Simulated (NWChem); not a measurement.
## Extrapolating the MP2 correlation energy of NO (+1)

```
N
O 1 1.0599
```
Charge +1, spin multiplicity 1.

All runs are NWChem calculations. The geometry was optimised at PBE0/def2-SVP, a minimum by its harmonic frequencies.

The correlated methods keep 2 core orbitals frozen. The structure started from a generated list of species.

Worked example. The MP2 correlation energy is -404.59 mHa in cc-pVTZ and -431.10 mHa in cc-pVQZ. The form E(X) = E∞ + A/X³ turns the pair into an estimate of the basis-set limit.

E∞ = (4³·(-431.10) − 3³·(-404.59))/(4³ − 3³) = -450.5 mHa. The larger basis holds 96 % of that. This is a two-point estimate.
